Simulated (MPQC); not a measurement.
# One shape, several levels: BH3 (SMILES [H]B([H])[H])

Aim: a comparison of 3 runs (HF/6-31+G*, SVWN5/3-21G, PBE0/def2-SVP) of BH3. 

The calculation is run with MPQC 2.3.1.

4 further runs of the same task are left out: 1 that didn't finish, 3 set aside as unsound or not needed.

## 1. Starting point

BH3: 4 atoms, total charge 0, spin state singlet. SMILES: `[H]B([H])[H]`. The shape is that of a GFN2-xTB optimisation.

Bond lengths: B1–H2 1.164 Å, B1–H3 1.165 Å, B1–H4 1.165 Å. Angles: H2–B1–H3 120.0°, H2–B1–H4 120.0°, H3–B1–H4 120.0°.

## 2. Energy and gradient at HF/6-31+G(d) (spherical functions) (run 1)

The input, run.in:

```
molecule<Molecule>: (
   symmetry = c1
   unit = angstrom
   { atoms geometry } = {
      B  [ 0.000060 0.000030 -0.001400 ]
      H  [ 1.163870 -0.030320 0.015280 ]
      H  [ -0.555340 1.023410 -0.018650 ]
      H  [ -0.608600 -0.993120 0.004770 ]
   }
)
basis<GaussianBasisSet>: (
   name = "6-31+G*"
   molecule = $:molecule
   basisdir = "."
   puream = yes
)
mpqc: (
   checkpoint = no
   savestate = no
   restart = no
   do_energy = yes
   do_gradient = yes
   optimize = no
   mole<CLHF>: (
      molecule = $:molecule
      basis = $:basis
      total_charge = 0
      memory = 1000000000
      print_evals = yes
      print_npa = yes
      maxiter = 120
      value_accuracy = 1e-08
      guess_wavefunction<CLHF>: (
         molecule = $:molecule
         total_charge = 0
         memory = 1000000000
         value_accuracy = 1e-3
         basis<GaussianBasisSet>: (
            name = "STO-2G"
            molecule = $:molecule
         )
      )
   )
)
```

The basis set 6-31+G* is read from a file made from the Basis Set Exchange's data (not shown).

The run is started by

```console
mpqc run.in > run.out
```

Output:

```text
MPQC: Massively Parallel Quantum Chemistry
[...]
  LUMO is     5   A =   0.037918
  total scf energy =  -26.3891588493
[...]
Value of the MolecularEnergy:  -26.3891588493
  Gradient of the MolecularEnergy:
      1    0.0001836898
      2    0.0001391235
      3   -0.0004350536
      4   -0.0130746647
      5    0.0003544715
      6   -0.0000215210
      7    0.0062048176
      8   -0.0113898585
      9    0.0003582449
     10    0.0066861573
     11    0.0108962635
     12    0.0000983297
[...]
      symmetry = c1
[...]
```

Wall time 0.16 s (1 thread of Arm Neoverse V1, shared host).

## 3. Energy and gradient at SVWN5/3-21G (run 2)

Edit run.in of step 2 so:

```diff
@@ -1 +1,2 @@
+% emacs should use -*- KeyVal -*- mode
 molecule<Molecule>: (
@@ -11,3 +12,3 @@
 basis<GaussianBasisSet>: (
-   name = "6-31+G*"
+   name = "3-21G"
    molecule = $:molecule
@@ -23,3 +24,3 @@
    optimize = no
-   mole<CLHF>: (
+   mole<CLKS>: (
       molecule = $:molecule
@@ -32,9 +33,10 @@
       value_accuracy = 1e-08
-      guess_wavefunction<CLHF>: (
+      functional<StdDenFunctional>: ( name = "SVWN5" )
+      integrator<RadialAngularIntegrator>: ( grid = xfine )
+      guess_wavefunction<ExtendedHuckelWfn>: (
          molecule = $:molecule
          total_charge = 0
-         memory = 1000000000
-         value_accuracy = 1e-3
+         multiplicity = 1
          basis<GaussianBasisSet>: (
-            name = "STO-2G"
+            name = "STO-3G"
             molecule = $:molecule
```

The basis set 3-21G is read from a file made from the Basis Set Exchange's data (not shown).

The run is started by

```console
mpqc -o run.out run.in
```

Output:

```text
MPQC: Massively Parallel Quantum Chemistry
[...]
  CLSCF::init: total charge = 0
[...]
  nbasis = 15
[...]
  Integrated electron density error = 0.000174176411
  iter     1 energy =  -10.4412194472 delta = 1.69347e-01
  Integrated electron density error = 0.000312943843
  iter     2 energy =  -24.3890031811 delta = 3.26095e-01
[...]
  Integrated electron density error = -0.000000006423
  iter     9 energy =  -26.1115726956 delta = 3.71453e-06
  Integrated electron density error = -0.000000006388
  iter    10 energy =  -26.1115726956 delta = 7.96209e-07
  Integrated electron density error = -0.000000006388
  iter    11 energy =  -26.1115726956 delta = 1.80528e-08
[...]
  LUMO is     5   A =  -0.117101
  total scf energy =  -26.1115726956
[...]
  Integrated electron density error = -0.000000007542
  Total Gradient:
[...]
Value of the MolecularEnergy:  -26.1115726956
  Gradient of the MolecularEnergy:
      1    0.0001874793
      2    0.0001435972
      3   -0.0003056634
      4   -0.0220061224
      5    0.0005854139
      6   -0.0001783170
      7    0.0104641931
      8   -0.0192446762
      9    0.0004617989
     10    0.0113544500
     11    0.0185156651
     12    0.0000221815
[...]
        symmetry = c1
[...]
```

It took 1.4 s on 1 thread of Arm Neoverse V1, shared host.

## 4. Energy and forces at PBE0/def2-SVP (run 3)

The input, job.in:

```
% BH3
molecule<Molecule>: (
  symmetry = c1
  unit = angstrom
  { atoms geometry } = {
    B  [ 0.000060     0.000030    -0.001400 ]
    H  [ 1.163870    -0.030320     0.015280 ]
    H  [ -0.555340     1.023410    -0.018650 ]
    H  [ -0.608600    -0.993120     0.004770 ]
  }
)
basis<GaussianBasisSet>: (
  name = "def2-SVP"
  molecule = $:molecule
  basisdir = "."
  puream = yes
)
mpqc: (
  checkpoint = no
  savestate = no
  restart = no
  do_energy = yes
  do_gradient = yes
  optimize = no
  mole<CLKS>: (
    molecule = $:molecule
    basis = $:basis
    total_charge = 0
    memory = 1000000000
    print_evals = yes
    print_npa = yes
    maxiter = 120
    value_accuracy = 1e-08
    functional<SumDenFunctional>: (
      a0 = 0.25
      coefs = [ 0.75 1 ]
      funcs: [ <PBEXFunctional>: () <PBECFunctional>: () ]
    )
    integrator<RadialAngularIntegrator>: ( grid = xfine )
    guess_wavefunction<CLHF>: (
      molecule = $:molecule
      total_charge = 0
      memory = 1000000000
      value_accuracy = 1e-3
      basis<GaussianBasisSet>: (
        name = "STO-3G"
        molecule = $:molecule
      )
    )
  )
)
```

The basis set def2-SVP is read from a file made from the Basis Set Exchange's data (not shown).

The run is started by

```console
mpqc -o job.out job.in
```

Output:

```text
MPQC: Massively Parallel Quantum Chemistry
[...]
  Integrated electron density error = 0.000484145470
  iter     1 energy =  -26.5118150012 delta = 1.21456e-01
  Integrated electron density error = 0.000003307867
  iter     2 energy =  -26.5325651093 delta = 1.57870e-02
[...]
  Integrated electron density error = -0.000000008914
  iter     7 energy =  -26.5327220273 delta = 1.59860e-07
  Integrated electron density error = -0.000000008913
  iter     8 energy =  -26.5327220273 delta = 4.78295e-08
  Integrated electron density error = -0.000000008914
  iter     9 energy =  -26.5327220273 delta = 1.20495e-07
[...]
  LUMO is     5   A =  -0.067595
  total scf energy =  -26.5327220273
[...]
  Integrated electron density error = -0.000000011774
  Total Gradient:
[...]
Value of the MolecularEnergy:  -26.5327220273
  Gradient of the MolecularEnergy:
      1    0.0001894878
      2    0.0001447619
      3   -0.0003374797
      4   -0.0217238574
      5    0.0005779039
      6   -0.0001641086
      7    0.0103287649
      8   -0.0189958470
      9    0.0004677525
     10    0.0112056047
     11    0.0182731812
     12    0.0000338359
[...]
        symmetry = c1
[...]
```

It took 5.7 s on 1 thread of Arm Neoverse V1, shared host.

## 5. The series

```
run                             level  starting guess  integration grid  energy (Eh)  HOMO energy (eV)  LUMO energy (eV)  HOMO–LUMO gap (eV)  wall time
  1  HF/6-31+G* (spherical functions)          STO-2G                 –   -26.389159            -13.69              1.03               14.72     0.16 s
  2                       SVWN5/3-21G   huckel STO-3G             xfine   -26.111573             -8.50             -3.19                5.31      1.4 s
  3                     PBE0/def2-SVP          STO-3G             xfine   -26.532722             -9.96             -1.84                8.12      5.7 s
```

## 6. Summary of results

```
                       quantity         value
            run 3: total energy  -26.53272 Eh
             run 3: HOMO energy      -9.96 eV
             run 3: LUMO energy      -1.84 eV
           run 3: HOMO–LUMO gap       8.12 eV
run 3: largest force on an atom    1.118 eV/Å
```

What this shows: The HOMO–LUMO gap runs from 5.31 eV (SVWN5/3-21G) to 14.72 eV (HF/6-31+G*). The two ends differ in method and basis. Totals of different functionals can't be ranked against each other. All runs together took 7.2 s, the longest 5.7 s.
